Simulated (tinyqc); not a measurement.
Worked calculation: extended Hueckel theory, for CH3+. The parameters take no account of the charge, which enters only through the electron count. One step of it, computed by the program tinyqc.

Problem. Mulliken analysis. P = C n C^T; charge = valence electrons (H 1, C 4) minus the sum of (P S)_ii on the atom; overlap population = 2 sum P_ij S_ij between two atoms.

coefficients:
```
             MO1        MO2        MO3        MO4        MO5        MO6        MO7
1C 2s   0.661642   0.000070   0.000000   0.052880   0.000000   0.000071   1.511396
1C 2px  0.000009   0.531060   0.000000  -0.000001   0.000000   1.238289  -0.000220
1C 2py  0.000000   0.000000   0.531189   0.000000   1.237637   0.000000   0.000000
1C 2pz  0.004654   0.000000   0.000000   0.997294   0.000000  -0.000013  -0.126818
2H 1s   0.198538   0.496971   0.000000  -0.017607   0.000000  -1.080289  -0.817421
3H 1s   0.198496  -0.248563   0.430463  -0.017595  -0.935231   0.540205  -0.817224
4H 1s   0.198496  -0.248563  -0.430463  -0.017595   0.935231   0.540205  -0.817224
```

occupations: 2.000000  2.000000  2.000000  0.000000  0.000000  0.000000  0.000000

overlap S:
```
           1C 2s     1C 2px     1C 2py     1C 2pz      2H 1s      3H 1s      4H 1s
1C 2s   1.000000   0.000000   0.000000   0.000000   0.520477   0.520368   0.520368
1C 2px  0.000000   1.000000   0.000000   0.000000   0.506112  -0.253224  -0.253224
1C 2py  0.000000   0.000000   1.000000   0.000000   0.000000   0.438141  -0.438141
1C 2pz  0.000000   0.000000   0.000000   1.000000  -0.040997  -0.040984  -0.040984
2H 1s   0.520477   0.506112   0.000000  -0.040997   1.000000   0.144220   0.144220
3H 1s   0.520368  -0.253224   0.438141  -0.040984   0.144220   1.000000   0.144347
4H 1s   0.520368  -0.253224  -0.438141  -0.040984   0.144220   0.144347   1.000000
```

Give: charges; Overlap populations.

Solution.

charges: 1C 0.7846, 2H 0.0719, 3H 0.0718, 4H 0.0718

Overlap populations:
```
pair      value
2-1    0.807702
3-1    0.807618
3-2   -0.048527
4-1    0.807618
4-2   -0.048527
4-3   -0.048567
```
